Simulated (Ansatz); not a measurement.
C4H6 can be A, `C=CC=C`, or B, `CC1=CC1`.

Program: Ansatz. Geometries: PBE0-D4/def2-TZVP. ΔE: electronic, gas phase. CBS: MP2 limit from def2 TZ/QZ plus the TZ coupled-cluster correction, frozen cores. DFT in def2-TZVPP. B3LYP here is the variant with VWN-RPA as its local correlation; programs differ in this. One conformer a species, not always the lowest.

(1) Which isomer does CCSD(T)/CBS put lower? Give the gap. (Best estimate.)

(2) Give E(B) − E(A) in kJ/mol with PBE0-D4, B3LYP, PBE-D4, MP2/def2-TZVPP, CCSD/def2-TZVPP, BLYP-D4, r2SCAN-D4. (Estimate.)

(3) Does the order hold for the free energy at 298.15 K (harmonic terms from PBE0-D4)? (Best estimate.)

Largest T1 diagnostic: 0.011.

## Answers

(1) Computed: A, by 130.4 kJ/mol.

(2) The calculation gave: PBE0-D4 112.5, B3LYP 135.7, PBE-D4 116.7, MP2/def2-TZVPP 117.0, CCSD/def2-TZVPP 129.4, BLYP-D4 142.3, r2SCAN-D4 123.9. None reverses the order clearly.

(3) The calculation gave: Yes: G(B) − G(A) = +126.7 kJ/mol, for one conformer each.

From BLYP to BHLYP (50 % exact exchange), in def2-TZVPP and without D4, E(B) − E(A) moves by −6.1 kJ/mol. In def2-TZVPP, CCSD(T) changes the Hartree–Fock value by −13.7 kJ/mol (the triples alone add +1.4 kJ/mol) and MP2 by −27.5 kJ/mol.
